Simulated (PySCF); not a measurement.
Geometry:
| atom | x (Å) | y (Å) | z (Å) |
| --- | --- | --- | --- |
| Al1 | 1.903 | -0.110 | 0.043 |
| N2 | 0.212 | 0.004 | 0.620 |
| Si3 | -1.272 | 0.067 | -0.292 |
| H4 | 3.048 | -0.128 | 1.140 |
| H5 | 2.152 | -0.186 | -1.520 |
| H6 | 0.080 | 0.051 | 1.630 |
| H7 | -2.203 | -1.052 | 0.065 |
| H8 | -2.023 | 1.345 | -0.075 |
| H9 | -0.915 | -0.042 | -1.738 |

[PySCF: coordinates at the PBE0-D3(BJ)/def2-SVP level; σ from GIAO-PBE/pcSseg-2; in vacuum; rapidly exchanging positions averaged; relativity neglected; one conformer]

δ = σ(ref) − σ, references computed at the same level: TMS for $^{1}$H, $^{29}$Si; $^{27}$Al against AlH4-; NH3 for $^{15}$N.

| atoms | nucleus | count | δ (ppm) |
| --- | --- | --- | --- |
| N2 | $^{15}$N | 1 | ? |
| Si3 | $^{29}$Si | 1 | -54.9 |
| H4/H5 | $^{1}$H | 2 | 4.72 |
| H7/H8/H9 | $^{1}$H | 3 | 5.06 |
| Al1 | $^{27}$Al | 1 | ? |
| H6 | $^{1}$H | 1 | 1.78 |

Question: Complete the table.

Answer: 
- Al1: 147.4 ppm, aluminium bonded to N, 2 H
- N2: 69.9 ppm, nitrogen bonded to Al, Si, H

Exchangeable OH/NH protons stand at their gas-phase positions; hydrogen bonding in a real sample shifts them, mostly to higher δ. Hydrides on Al or Ga are broadened by the quadrupolar metal nucleus. Experimental scales use liquid or dissolved standards, which lie at an offset from isolated NH3 (liquid NH3: subtract about 20 ppm).
